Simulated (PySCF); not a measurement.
Cost of one run: EPR job, `[O]CC(Cl)Cl` [radical].

Method: UKS B3LYP, pcH-1 on C Cl H O, non-relativistic, mean-field spin-orbit, GIAO (PySCF 2.14.0). Geometry: GFN2-xTB. Work: unrestricted SCF, g, hyperfine, density and orbital grids written, density fitting. A driver script takes a list of jobs; this job's settings line and coordinates (Å) are shown.

Command:
```bash
OMP_NUM_THREADS=1 python probes_run.py task.json out
```

Input:
```
{"job": {"kind": "epr", "basis": "pcH-1"}, "charge": 0, "multiplicity": 2}
O      1.500252    -0.976857     0.522698
C      0.821310     0.006056     0.024696
C     -0.720852    -0.146849     0.067454
Cl    -1.458264     1.292975     0.804163
Cl    -1.342587    -0.356805    -1.583386
H      1.127670     0.232464    -1.030889
H      1.089032     0.979621     0.514739
H     -1.007502    -1.021193     0.655960
```

Hardware: one thread, Arm Neoverse V1 (aarch64), shared host. PySCF's memory limit was set to 1600 MB.

Task: How large is the basis?

Result: 175 functions.

Task: Which is nearest to the wall time?
A. 3.3 min
B. 25 s
C. 25 min

Result: B. The run took 25 s. CPU seconds by part: SCF 10, spin–orbit mean field 1.1, g tensor 8, hyperfine 3.3.

Task: How much memory does it need at the peak?

Result: About 0.67 GiB. Peak memory is the resident size of the whole Python process, interpreter and libraries included.

Task: At this speed, how long would 20000 such jobs take on 64 cores, one job a core?

Result: 20000/64 gives 313 rounds of 25 s, about 2.2 h of wall time and 140 core-hours, if the jobs don't slow each other.

The host was shared with other jobs, so the times are rough.

The run converged: ⟨S²⟩ 0.754; g_iso 2.0128.
